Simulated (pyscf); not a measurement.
PySCF, gas phase, ωB97X-D3(BJ)/def2-SVP geometries.

Problem. For H₃C–CH₃ (SMILES CC) + [HO–Zn]• (SMILES [OH][Zn]) → H₃C–CH₂–Zn–OH (SMILES C[CH2][Zn][OH]) + H• (SMILES [H]), a substitution at C (doublet surface; C–H broken, C–Zn formed), PBE/def2-TZVP gives ΔE‡ = 47.1 kcal/mol and ΔE = +36.6 kcal/mol (zero: the separated reactants). In which direction and how far do r²SCAN/def2-TZVP, B3LYP-D3(BJ)/def2-TZVP, ωB97M-D3(BJ)/def2-TZVP move these?

Solution. r²SCAN: ΔE‡ = 49.1 kcal/mol, ΔE = +38.1 kcal/mol; B3LYP-D3(BJ): ΔE‡ = 52.6 kcal/mol, ΔE = +40.7 kcal/mol; ωB97M-D3(BJ): ΔE‡ = 56.3 kcal/mol, ΔE = +38.1 kcal/mol. PBE's barrier lies under all of them, by 2.0 to 9.2 kcal/mol. Its reaction energy lies under all of them, by 1.5 to 4.1 kcal/mol. The same reactants have a lower exit, to H₃C–Zn–OH + CH₃• (barrier +48.7 kcal/mol at ωB97M-D3(BJ)/def2-TZVP, against +56.3 kcal/mol here). One saddle was located; it need not be the lowest between these sides. The angle at the attacked C is 163°. Elements up to Kr have no core potential and no relativistic terms here.
